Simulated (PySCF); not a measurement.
Nuclear quadrupole coupling in lithium amide

Compound: lithium amide, H2LiN.
Z-matrix (Å and degrees, PBE0-D3(BJ)/def2-TZVP geometry), rows numbered from 1:
```
Li
N   1  1.7233
H   2  1.0133  1  128.34
H   2  1.0135  1  127.38  3  -179.86
```

Field gradients from the PBE0/pcSseg-2 density (PySCF, non-relativistic), principal values in atomic units, ordered |Vxx| ≤ |Vyy| ≤ |Vzz|:

```tsv
atom	Vxx	Vyy	Vzz
Li1	0.0114	0.0444	-0.0558
N2	-0.0402	-0.6353	0.6755
```

Problem. Find the asymmetry η = (Vxx − Vyy)/Vzz and the couplings χ = eQV/h (234.96 MHz × Q in barn × V in au), with Q(7Li) = −0.04 b, Q(14N) = 0.02044 b.

Solution. 
| atom | environment | nucleus | η | χzz (MHz) | χxx (MHz) | χyy (MHz) |
| --- | --- | --- | --- | --- | --- | --- |
| Li1 | lithium bonded to N | 7Li | 0.59 | 0.524 | -0.107 | -0.417 |
| N2 | nitrogen bonded to Li and 2 H | 14N | 0.88 | 3.244 | -0.193 | -3.051 |

The tensor is traceless: Vxx + Vyy + Vzz = 0.

Problem. What is Vzz at Li1 in SI units (1 au = 9.71736 × 10²¹ V/m²)?

Solution. -0.0558 au = -0.542 × 10²¹ V/m².

Problem. What couplings would deuterons (Q(2H) = 0.00286 b) have in place of the hydrogens, at this geometry?

Solution. 
```
atom  bonded to  bond length (Å)  Vzz (au)     η  χzz (kHz)
  H3         N2            1.013    0.4120  0.12        277
  H4         N2            1.014    0.4115  0.12        277
```

Isolated species at its PBE0-D3(BJ)/def2-TZVP geometry, gas phase.
